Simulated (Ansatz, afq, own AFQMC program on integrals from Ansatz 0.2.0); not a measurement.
Breaking Si3–Br5 in C2H4Br2Si, singlet

```yaml
atoms:
  - { symbol: C, position_ang: [0.1515, 0.7413, 1.4336] }
  - { symbol: C, position_ang: [-0.4455, -0.1122, 0.5933] }
  - { symbol: Si, position_ang: [0.1778, -0.3655, -1.1321] }
  - { symbol: Br, position_ang: [0.7511, -2.4937, -1.4308] }
  - { symbol: Br, position_ang: [-1.4092, 0.1563, -2.6006] }
  - { symbol: H, position_ang: [1.0311, 1.3266, 1.1416] }
  - { symbol: H, position_ang: [-0.2112, 0.8960, 2.4558] }
  - { symbol: H, position_ang: [-1.3237, -0.6777, 0.9281] }
  - { symbol: H, position_ang: [1.3666, 0.4827, -1.4059] }
```

Products: C$_{2}$H$_{4}$BrSi (doublet; CH2–CH–SiH–Br) and Br (doublet), each relaxed with PBE0/def2-SVP like the molecule; electronic energies without zero-point terms. Determinants: RHF, UHF and UHF in that order.

Basis def2-SVP. Noble-gas cores (and the filled d shells of Ga–Kr and In–Xe) are frozen. Ansatz 0.2.0 and our own AFQMC program on the same integrals; the CISD trial comes from CCSD amplitudes, and released means the phaseless constraint is let go. ± is one standard error of the sampling. No spin–orbit coupling. The errors of all members are added in quadrature.

No full CI on the walks' own integrals is used here. The released AFQMC energy serves as the reference, which it does only where one determinant dominates, the energy is flat over the last release times and near the phaseless one (40 meV or 2 meV an electron, half that with transition metals). On small molecules, where full CI could be run and the noise was under 10 meV, such values lay within 10 meV of it in 19 cases of 20, a flattering rate, since the rule was set on those same cases; what remains of the bias isn't in the error bar. Each member takes its own surest rung, up to full CI.

The best estimate is CCSD(T) at the basis-set limit (CBS: def2-TZVPP and def2-QZVPP, with their diffuse functions for anions and beside diffuse sets, CCSD(T) itself extrapolated) plus the step from CCSD(T) to AFQMC with the constraint released in def2-SVP. Rows without CBS are in def2-SVP, the functionals in def2-TZVP; B2PLYP and the wave-function rows carry a basis error of their own. Core correlation and relativity beyond core potentials are missing, and ± holds the sampling alone.

Cautions: inner d shell frozen; no relativity below Rb; no spin-orbit coupling; C₂H₄Br₂Si (singlet): the released value is read at 0.90 1/Eh with a noise of 12 meV, more than in the cases checked (meV from the phaseless value at times in 1/Eh: 0 ± 13 at 0.21, 11 ± 10 at 0.42, 25 ± 12 at 0.63, 3 ± 12 at 0.90); C₂H₄BrSi (doublet): unrestricted determinant spin contaminated (⟨S²⟩ 0.89 against 0.75), the released value is read at 0.90 1/Eh with a noise of 12 meV, more than in the cases checked (meV from the phaseless value at times in 1/Eh: -8 ± 10 at 0.21, -8 ± 9 at 0.42, -11 ± 10 at 0.63, -29 ± 12 at 0.90).

Best estimate: 409.9 ± 1.7 kJ/mol.

```tsv
level	bond energy (kJ/mol)	error against the best estimate (kJ/mol)
HF	286.5	-123.4 ± 1.7
MP2	405.6	-4.3 ± 1.7
CCSD	363.4	-46.5 ± 1.7
CCSD(T)	369.9	-40.0 ± 1.7
ph-AFQMC/CISD	369.9 ± 1.2	-40.0 ± 2.1
released AFQMC	365.7 ± 1.8	-44.1
HF/CBS	291.6	-118.3 ± 1.7
MP2/CBS	451.0	41.2 ± 1.7
CCSD(T)/CBS	413.2	3.4 ± 1.7
PBE	390.4	-19.4 ± 1.7
r2SCAN	394.7	-15.2 ± 1.7
PBE0	392.1	-17.7 ± 1.7
B3LYP	374.3	-35.6 ± 1.7
wB97M-V	408.4	-1.4 ± 1.7
B2PLYP	389.4	-20.5 ± 1.7
```

Correlation beyond CCSD(T) changes it by less than twice the noise. Going to the basis-set limit adds 43.4 kJ/mol at CCSD(T). The perturbative (T) step is worth +6.5 kJ/mol. Where the cautions show a poor determinant, the low rows tell how each method copes with it, not its usual error.

Best estimates are given only where the step beyond CCSD(T) is under 0.3 eV and no member's determinant is very poor (T1 over 0.05, or 0.07 for open shells, ⟨S²⟩ too high by 0.3, two states mixed), so the hardest cases are missing from such tables.

The functionals ran in a triple-zeta set and keep a basis error of their own, a few kJ/mol for each bond in atomization energies and more for double hybrids, so close places among them and the extrapolated levels can swap.

Each member of a difference takes its own highest rung, so a best estimate needn't equal the limit plus the step of one row. Released energies are given only where the last usable release times agree within the noise; a slower fall can still hide under it.
